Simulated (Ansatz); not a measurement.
This geometry of BFH2 + ClH (6 atoms, charge 0, multiplicity 1) is a first-order saddle point.

Theory: Ansatz 0.2.0, RKS PBE/def2-mTZVP.

```xyz
6
Properties=species:S:1:pos:R:3
B 0.010 -0.184 0.027
F 0.012 0.147 1.542
H 1.056 0.105 -0.468
H -1.056 0.047 -0.452
Cl 0.069 -2.165 0.534
H 0.048 -1.063 1.628
```

(1) Which two structures does it join? (They come from a converged band through this point; their orientation in space is the band's.)

(2) How far does it lie above each of them?

Answers

(1) Bonds broken: B1–F2, Cl5–H6. Bonds formed: B1–Cl5, F2–H6. BFH2 + ClH becomes BClH2 + FH.

Image 0:

```xyz
6
Properties=species:S:1:pos:R:3
B -0.008 0.319 -0.062
F -0.018 0.758 1.206
H 1.058 0.213 -0.604
H -1.070 0.145 -0.597
Cl 0.088 -2.511 0.825
H 0.087 -2.039 2.044
```

Image 8:

```xyz
6
Properties=species:S:1:pos:R:3
B 0.015 -0.436 -0.294
F 0.009 0.120 1.883
H 1.054 0.115 -0.491
H -1.057 0.050 -0.481
Cl 0.072 -2.202 -0.025
H 0.045 -0.763 2.218
```

(2) 17.3 kcal/mol above the first and 7.1 kcal/mol above the second. This is the barrier of this one path; another mechanism may lie lower. The orbitals stay closed-shell, which can raise the energy where a bond breaks towards radicals; this wasn't checked here.

Run time: 100 s on 1 thread of Intel(R) Xeon(R) Platinum 8259CL CPU @ 2.50GHz (Skylake/Cascade Lake), with other jobs on the host, peak memory 0.13 GiB.
